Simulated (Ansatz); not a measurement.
We consider 1T (CdI2-type) TiTe₂, described by PBE-D3(BJ) (plane waves, PAW; Ansatz, a quantum-chemistry and plane-wave program).

Numerical settings: plane-wave cutoff 500 eV, 12×12×6 k mesh (along the axes of the cell as run), Fermi–Dirac smearing 0.05 eV, scalar-relativistic PAW data made under PBE.

Computed at the level's own relaxed cell.

Question: Predict the equilibrium volume per atom, lattice constant a and c axis length.

Answer: 
equilibrium volume per atom: 25.19 Å³/atom
lattice constant a: 3.699 Å
c axis length: 6.379 Å

Note: the volume lies 6 % below that of the published cell.

Spin–orbit coupling is not included.

The computed numbers hold no vibrational or temperature effects.
